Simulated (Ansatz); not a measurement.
We consider bcc W, described by r²SCAN0 in Ansatz (PAW).

Run with plane-wave cutoff 520 eV, 14×14×14 k mesh, Fermi–Dirac smearing 0.05 eV, no spin polarisation, scalar-relativistic PAW data made under PBE.

Cell (relaxed at this level):

```
W
1.0
   -1.57860     1.57860     1.57860
    1.57860    -1.57860     1.57860
    1.57860     1.57860    -1.57860
W
1
Direct
  0.00000   0.00000   0.00000
```

Give the computed bulk modulus.


* **bulk modulus**: 345 GPa

Measured, for comparison: bulk modulus 312 GPa (zero-point energy and finite temperature contributions removed, our sources range from 300 to 328; as tabulated in doi:10.1021/acs.jctc.3c00612). Computed (rounded) less measured: bulk modulus +11 % (+5 % to +15 % over the range).

Spin–orbit coupling is not included.

Computed values are for the static lattice.

Computing time: roughly 16 core-minutes.

Ansatz is an electronic-structure program.
